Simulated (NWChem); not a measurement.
# C2H5N (ethanimine): B3LYP/def2-TZVP

What is the vertical ionisation energy of C2H5N (ethanimine) at B3LYP/def2-TZVP? 

The results are computed with NWChem 7.3.0.

4 further runs of the same task are left out: 2 that didn't finish, 2 set aside as unsound or not needed.

## (1) The molecule

C2H5N: 8 atoms, total charge 0, spin state singlet. As SMILES, `[H]/N=C\C`. Geometry: relaxed at PBE0-D4/def2-TZVP.

Bond lengths: C1–C2 1.493 Å, C2–N3 1.263 Å, C1–H4 1.094 Å, C1–H5 1.092 Å, C1–H6 1.094 Å, C2–H7 1.095 Å, N3–H8 1.023 Å. Angles: C1–C2–N3 127.9°, C1–C2–H7 115.5°, N3–C2–H7 116.6°, C2–C1–H4 110.3°, C2–C1–H5 111.6°, C2–C1–H6 110.3°, C2–N3–H8 110.6°, H4–C1–H5 109.0°, H4–C1–H6 106.6°, H5–C1–H6 108.9°.

## (2) The energy at B3LYP/def2-TZVP

The input, c2h5n.nw:

```
start c2h5n
title "C2H5N"
memory stack 880 mb heap 220 mb global 1100 mb
geometry noautosym nocenter noautoz
C       -0.471200       0.591900      -0.316000
C        0.663100      -0.171000       0.284300
N        0.697800      -1.395000       0.593600
H       -0.168400       1.032800      -1.270700
H       -1.342300      -0.045400      -0.480200
H       -0.756700       1.422800       0.336400
H        1.571900       0.409700       0.476500
H       -0.194200      -1.845700       0.376100
end
basis "ao basis" spherical bse
* library def2-TZVP
end
dft
xc b3lyp
grid fine
convergence energy 1e-08
maxiter 100
mulliken
noprint "final vectors analysis"
end
task dft energy
```

Launch:

```console
$ nwchem c2h5n.nw > c2h5n.out
```

The log of the run:

```text
[...]
          Wavefunction type:  closed shell.
          No. of atoms     :     8
          No. of electrons :    24
[...]
          Charge           :     0
          Spin multiplicity:     1
[...]
          AO basis - number of functions:   123
[...]
              XC Information
              --------------
                         B3LYP Method XC Potential
                     Hartree-Fock (Exact) Exchange  0.200
                        Slater Exchange Functional  0.800 local
                    Becke 1988 Exchange Functional  0.720 non-local
              Lee-Yang-Parr Correlation Functional  0.810
                  VWN I RPA Correlation Functional  0.190 local
[...]
 d= 0,ls=0.0,diis     1   -133.9503526753 -2.05D+02  9.28D-03  5.87D-01     3.0
[...]
 d= 0,ls=0.0,diis    10   -134.0105249467 -1.73D-09  1.28D-07  3.89D-10    23.8
         Total DFT energy =     -134.010524946697
      One electron energy =     -320.321861585638
           Coulomb energy =      134.774779712985
    Exchange-Corr. energy =      -19.623132217651
 Nuclear repulsion energy =       71.159689143608
[...]
      Total Density - Mulliken Population Analysis
     ---------------------------------------------
    Atom       Charge   Shell Charges
 -----------   ------   -------------------------------------------------------
    1 C    6     6.29   0.85  1.12  0.52  0.64  0.09  1.36  1.22  0.42  0.02  0.03  0.00
    2 C    6     6.03   0.85  1.12  0.55  0.57  0.11  1.30  1.08  0.30  0.03  0.09  0.01
    3 N    7     7.30   0.82  1.15  0.59  0.80  0.26  1.52  1.45  0.66  0.01  0.03  0.00
    4 H    1     0.88   0.28  0.48  0.11  0.02
    5 H    1     0.90   0.28  0.49  0.12  0.02
    6 H    1     0.88   0.28  0.48  0.11  0.02
    7 H    1     0.90   0.28  0.49  0.11  0.02
    8 H    1     0.82   0.28  0.43  0.08  0.04
[...]
```

Wall time 25 s (1 thread of AMD EPYC 9R14 (Zen 4), shared host); peak memory 0.12 GiB.

## (3) The doublet cation at the same level

The input, c2h5n.nw:

```
start c2h5n
memory stack 880 mb heap 220 mb global 1100 mb
charge 1

geometry units angstroms noautosym nocenter noautoz
 C    -0.471200    0.591900   -0.316000
 C     0.663100   -0.171000    0.284300
 N     0.697800   -1.395000    0.593600
 H    -0.168400    1.032800   -1.270700
 H    -1.342300   -0.045400   -0.480200
 H    -0.756700    1.422800    0.336400
 H     1.571900    0.409700    0.476500
 H    -0.194200   -1.845700    0.376100
end

basis spherical bse
 C library def2-TZVP
 N library def2-TZVP
 H library def2-TZVP
end

dft
 xc b3lyp
 mult 2
 grid fine
 convergence energy 1e-08
 maxiter 100
 mulliken
 noprint "final vectors analysis"
end

task dft energy
```

Launch:

```console
$ nwchem c2h5n.nw > c2h5n.out
```

The log of the run:

```text
[...]
          Wavefunction type:  spin polarized.
          No. of atoms     :     8
          No. of electrons :    23
[...]
          Charge           :     1
          Spin multiplicity:     2
[...]
          AO basis - number of functions:   123
[...]
              XC Information
              --------------
                         B3LYP Method XC Potential
                     Hartree-Fock (Exact) Exchange  0.200
                        Slater Exchange Functional  0.800 local
                    Becke 1988 Exchange Functional  0.720 non-local
              Lee-Yang-Parr Correlation Functional  0.810
                  VWN I RPA Correlation Functional  0.190 local
[...]
 d= 0,ls=0.0,diis     1   -133.5540969882 -2.05D+02  3.05D-03  2.06D-01     3.6
[...]
 d= 0,ls=0.0,diis    14   -133.6392515128 -2.84D-09  4.48D-08  4.70D-11    44.8
[...]
         Total DFT energy =     -133.639251512821
      One electron energy =     -313.417694248049
           Coulomb energy =      127.903797853106
    Exchange-Corr. energy =      -19.285044261485
 Nuclear repulsion energy =       71.159689143608
[...]
      Total Density - Mulliken Population Analysis
     ---------------------------------------------
    Atom       Charge   Shell Charges
 -----------   ------   -------------------------------------------------------
    1 C    6     6.30   0.85  1.12  0.52  0.67  0.14  1.35  1.24  0.36  0.01  0.02  0.00
    2 C    6     5.91   0.86  1.12  0.56  0.62  0.08  1.28  1.07  0.21  0.03  0.09  0.01
    3 N    7     6.96   0.82  1.15  0.59  0.80  0.19  1.50  1.42  0.44  0.01  0.03  0.00
    4 H    1     0.79   0.27  0.45  0.05  0.02
    5 H    1     0.84   0.27  0.48  0.06  0.02
    6 H    1     0.79   0.27  0.45  0.05  0.02
    7 H    1     0.76   0.26  0.44  0.03  0.02
    8 H    1     0.68   0.25  0.36  0.03  0.04
[...]
      <S2> =      0.7585 (Exact =     0.7500)
[...]
```

It took 46 s on 1 thread of AMD EPYC 9R14 (Zen 4), shared host; peak memory 0.12 GiB.

## (4) Results

At B3LYP/def2-TZVP:

```
                                          quantity          value
                       singlet C2H5N: total energy  -134.01052 Eh
                      singlet C2H5N: dipole moment         2.54 D
                      doublet cation: total energy  -133.63925 Eh
                              doublet cation: ⟨S²⟩          0.758
vertical ionisation energy (to the doublet cation)      10.103 eV
```

What this shows: The vertical ionisation energy comes to 10.10 eV (233 kcal/mol).
